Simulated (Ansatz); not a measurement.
A run of Ansatz (development build ahead of 0.2.0) on doublet H₅O₃ at this shape:

```xyz
8

O     0.0150    0.0072    0.0109
H     0.9396   -0.1481    0.3267
O     2.9243    0.0057    0.0068
H     3.3096    0.8187   -0.2827
H     3.5345   -0.6416   -0.3293
O    -1.2334    2.6803    0.3411
H    -0.7407    1.9283    0.1155
H    -2.0873    2.4707    0.0360
```

Its results:

```yaml
Converged: yes
Reference_energy: -227.26387 hartree
Correlation_energy: -0.55208 hartree
Total_energy: -227.81595 hartree
Spin_squared_of_the_determinant: 0.755
Stability_test: minimum
```

Forces (eV/Å):
```json
{"atom": "O1", "Fx": "0.482", "Fy": "-0.164", "Fz": "0.235"}
{"atom": "H2", "Fx": "-0.364", "Fy": "0.202", "Fz": "-0.344"}
{"atom": "O3", "Fx": "-0.776", "Fy": "-0.454", "Fz": "0.538"}
{"atom": "H4", "Fx": "0.293", "Fy": "1.018", "Fz": "-0.261"}
{"atom": "H5", "Fx": "0.352", "Fy": "-0.595", "Fz": "-0.196"}
{"atom": "O6", "Fx": "0.454", "Fy": "2.323", "Fz": "1.085"}
{"atom": "H7", "Fx": "1.264", "Fy": "-1.939", "Fz": "-0.477"}
{"atom": "H8", "Fx": "-1.704", "Fy": "-0.391", "Fz": "-0.580"}
```

Problem. Which input gives this output? Name the method, the orbitals and the basis set, and write the input.

Solution. UHF-MP2 in def2-SVP.

```yaml
crystal:
  periodic: [false, false, false]
  atoms:
    - { symbol: O, position_ang: [0.01505, 0.00721, 0.01093] }
    - { symbol: H, position_ang: [0.93963, -0.14812, 0.32671] }
    - { symbol: O, position_ang: [2.9243, 0.00571, 0.00679] }
    - { symbol: H, position_ang: [3.30963, 0.81866, -0.2827] }
    - { symbol: H, position_ang: [3.53447, -0.64158, -0.3293] }
    - { symbol: O, position_ang: [-1.23341, 2.68027, 0.34111] }
    - { symbol: H, position_ang: [-0.74069, 1.92828, 0.11551] }
    - { symbol: H, position_ang: [-2.08732, 2.47073, 0.03603] }
basis:
  gaussian: { orbitals: def2-SVP }
magnetization:
  spin_polarized: true
  initial_magnetization: 1
hamiltonian:
  xc: hf
correlation:
  method: mp2
  frozen_orbitals: { H: 0, O: 1 }
output:
  forces: true
```
